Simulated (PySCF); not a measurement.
Compound: (E)-acetaldoxime, C2H5NO.
Geometry (PBE0-D3(BJ)/def2-SVP, Å), atoms numbered from 1 in this order:
```xyz
9
C2H5NO angstrom
C     -1.273    0.347    0.190
C      0.034   -0.354    0.091
N      1.068    0.264   -0.319
O      2.179   -0.537   -0.350
H     -1.168    1.392   -0.130
H     -1.654    0.327    1.225
H     -2.032   -0.145   -0.440
H      0.109   -1.417    0.372
H      2.870    0.054   -0.665
```

Computed, not measured: TDDFT CAM-B3LYP/def2-SVPD, vertical, gas phase, core orbitals frozen in the response (PySCF 2.14.0, density-fitted response routines).

Ground-to-excited transition dipoles (e·a0, same axes as the geometry; the sign carries no meaning), for the states with f of 0.002 or more among the lowest 9:

| state | E (eV) | μx | μy | μz |
| --- | --- | --- | --- | --- |
| S2 | 6.864 | -1.072 | -0.079 | 0.317 |
| S3 | 6.870 | 0.404 | 0.067 | 0.038 |
| S5 | 7.561 | 0.318 | -0.032 | -0.065 |
| S7 | 8.523 | 0.536 | 0.024 | -0.128 |
| S8 | 9.151 | 0.135 | -0.763 | 0.189 |
| S9 | 9.192 | -0.024 | -0.058 | -0.097 |

Question: What oscillator strength does each state have?

Answer: f = (2/3) ΔE |μ|² with ΔE in hartree (27.2114 eV).

```tsv
state	|μ|² (au)	|μ| (D)	f
S2	1.255	2.85	0.211
S3	0.169	1.05	0.029
S5	0.107	0.83	0.020
S7	0.304	1.40	0.064
S8	0.636	2.03	0.142
S9	0.013	0.29	0.003
```

Question: Which bond between heavy atoms lies closest to the direction of the S2 transition dipole?

Answer: C2–N3, at 26° from it; next C1–C2 at 34°.

Question: What angle do the transition dipoles of S5 and S7 make?

Answer: |cos θ| = |μa·μb| / (|μa| |μb|) = 0.99, so θ ≈ 8° (taken between 0 and 90°, since the signs are arbitrary).

Question: How is the summed strength of these states shared among x, y and z?

Answer: (2/3) Σ ΔE μα² gives 0.304 for x, 0.133 for y and 0.031 for z, 0.468 in all.

Question: What peak molar absorption coefficient would the strongest computed level give as a lone Gaussian band 0.4 eV wide at half height?

Answer: ε(max) = 2.175×10⁸ f / FWHM, with the width in cm⁻¹. S2: 2.175×10⁸ × 0.2111 / 3226 ≈ 14000 L mol⁻¹ cm⁻¹.

The vertical ionisation energy (ΔSCF) is 9.90 eV, 0.71 eV above S9.

Time: 47 s wall; peak memory 0.54 GiB. Hardware: one thread, Arm Neoverse N1 (aarch64), no GPU, shared host with 64 logical CPUs at a one-minute load of 58.

One conformer stands for the species.
